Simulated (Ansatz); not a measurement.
Born–Oppenheimer molecular dynamics of ClH₄NSi (7 atoms, charge 0, multiplicity 1). It goes on from the last frame of an earlier run, with new velocities.

Theory: Ansatz, RKS PBE0-D4/def2-SVPD.

| Property | Result |
| --- | --- |
| ensemble | NVE (velocity Verlet) |
| time step | 0.5 fs |
| steps asked | 100 |
| starting velocities drawn for | 400 K |
| seed | 798338 |

First frame:

```xyz
7
Properties=species:S:1:pos:R:3
Si -0.158 -0.105 -0.041
Cl 0.304 -0.230 2.015
H 1.152 0.166 -0.696
H -1.063 1.027 -0.271
N -0.973 -1.509 -0.599
H -1.921 -1.637 -0.315
H -0.523 -2.402 -0.625
```

How far do the bonds stretch over the last three quarters of this one trajectory? (Pairs bonded in most of those frames.)


| bond | mean (Å) | spread (Å) | shortest | longest |
| --- | --- | --- | --- | --- |
| Si1–Cl2 | 2.104 | 0.042 | 2.04 | 2.15 |
| Si1–H3 | 1.493 | 0.040 | 1.43 | 1.54 |
| Si1–H4 | 1.485 | 0.019 | 1.46 | 1.52 |
| Si1–N5 | 1.716 | 0.012 | 1.70 | 1.74 |
| N5–H6 | 1.017 | 0.030 | 0.97 | 1.06 |
| N5–H7 | 1.015 | 0.025 | 0.97 | 1.05 |

Mean temperature of the second half: 233 K. The conserved energy stayed within 0.29 meV per atom of its start (net change 0.2 meV per atom), so the integration is sound. A run of 0.05 ps of so small a system gives no equilibrium averages.

Run time: 4.5 min on 2 threads of Intel(R) Xeon(R) Platinum 8259CL CPU @ 2.50GHz (Skylake/Cascade Lake) (shared host), peak memory 0.22 GiB.
